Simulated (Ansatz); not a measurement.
**One arrangement of a pair**

The pair of HF (SMILES F, atoms 1–2) and F₂ (SMILES FF, atoms 3–4), both closed shells, in one local arrangement (a lower one may exist), relaxed at PBE0-D4/def2-TZVP:

F1  (0.215, 0.146, -1.844)
H2  (-0.002, -0.031, -0.966)
F3  (0.307, 0.342, 1.784)
F4  (-0.520, -0.457, 1.026)
(Å)

Computed with Ansatz 0.2.0 (basis: def2-TZVPPD, with def2-QZVPPD for the basis limit); correlated methods freeze the cores. B3LYP uses VWN-RPA correlation. Extrapolation: Hartree–Fock as exp(−7.88 √X), correlation as X^−2.97. Interaction energies count from these two fragments, frozen as in the pair, with the counterpoise correction; negative means bound.

(1) What is the interaction energy by CCSD(T) at an estimated basis limit (MP2 extrapolated from triple and quadruple zeta, plus CCSD(T) − MP2 in triple zeta)? (To be estimated.)

(2) Which atoms make the shortest contact between the fragments?

The T1 diagnostic stays at or below 0.013. The restricted Hartree–Fock reference is unstable towards an unrestricted one at one or more of these structures.

## Answers

(1) The calculation gives: -3.8 kJ/mol. Hartree–Fock alone gives -0.3 kJ/mol at the basis limit. It counts from the two fragments frozen as in the pair.

The same quantity by other methods in triple zeta, and each one's difference from that estimate:
| method | E_int (kJ/mol) | difference |
| --- | --- | --- |
| PBE-D4 | -4.9 | -1.2 |
| revPBE-D4 | -2.8 | 0.9 |
| BLYP-D4 | -3.6 | 0.2 |
| r2SCAN-D4 | -4.8 | -1.0 |
| B97M-V | -4.6 | -0.9 |
| PBE0-D4 | -4.0 | -0.2 |
| B3LYP-D4 | -3.8 | 0.0 |
| HSE06-D4 | -4.0 | -0.3 |
| wB97X-V | -3.9 | -0.2 |
| wB97M-V | -3.8 | 0.0 |
| B2PLYP | -3.1 | 0.7 |
| HF | -0.2 | 3.6 |
| MP2 | -2.9 | 0.9 |
| CCSD | -2.6 | 1.2 |
| CCSD(T) | -3.1 | 0.6 |
Differences are method less estimate.

(2) H2 and F4, 2.10 Å apart.

Basis-set superposition shift (counterpoise-corrected less uncorrected): CCSD(T) 1.8; MP2 1.7; HF 0.2; PBE0-D4 0.2; wB97M-V 0.2 kJ/mol.

For scale, one of the runs: CCSD(T)/def2-TZVPPD, 137 basis functions, launched by `ansatz run in.yaml --threads 2 --pin off --events-out ev --progress --plain --max-ram 5222MiB`. Hardware: 2 CPU threads of an Intel Xeon 6975P-C, shared host. Wall time 6 s; peak host memory 0.9 GiB.
